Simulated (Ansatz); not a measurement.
Born–Oppenheimer molecular dynamics of CH6BCl (9 atoms, charge 0, multiplicity 1). It starts at the highest image of a converged band, a first-order saddle point between two minima.

These are results of RKS CAM-B3LYP/6-31G* in Ansatz 0.2.0, not measurements.

| Item | Value |
| --- | --- |
| ensemble | NVE (velocity Verlet) |
| time step | 0.5 fs |
| steps asked | 200 |
| starting velocities drawn for | 300 K |
| seed | 6706 |

First frame:

```xyz
9
Properties=species:S:1:pos:R:3
B -0.035 -0.266 0.269
C -0.009 0.051 1.930
H -0.954 -0.009 2.477
H 0.810 -0.322 2.552
H 0.199 1.115 1.760
H 1.037 -0.155 -0.229
H -1.043 0.106 -0.233
Cl -0.293 -2.423 0.325
H -0.147 -1.285 1.307
```

(1) How far do the bonds stretch over the last three quarters of this one trajectory? (Pairs bonded in most of those frames.)

Answers

(1) 
```
  bond  mean (Å)  spread (Å)  shortest  longest
 B1–H6     1.190       0.008      1.17     1.20
 B1–H7     1.188       0.007      1.17     1.20
B1–Cl8     1.779       0.124      1.60     2.07
 C2–H3     1.093       0.015      1.06     1.12
 C2–H4     1.097       0.019      1.07     1.13
 C2–H5     1.092       0.006      1.08     1.10
 C2–H9     1.096       0.036      1.03     1.15
```

Mean temperature of the second half: 2247 K. The conserved energy stayed within 0.14 meV per atom of its start (net change 0.0023 meV per atom), so the integration is sound. The kinetic energy rose, since the run started high on the potential surface and went downhill. It ends in pieces (BClH2 + CH4), so much of that is their flight and rotation, not heat. A run of 0.1 ps of so small a system gives no equilibrium averages. The orbitals stay closed-shell, which can raise the energy where a bond breaks towards radicals; this wasn't checked here.

Time of the run: 4 min on 2 threads of Arm Neoverse V1, on a shared host, peak memory 0.12 GiB.
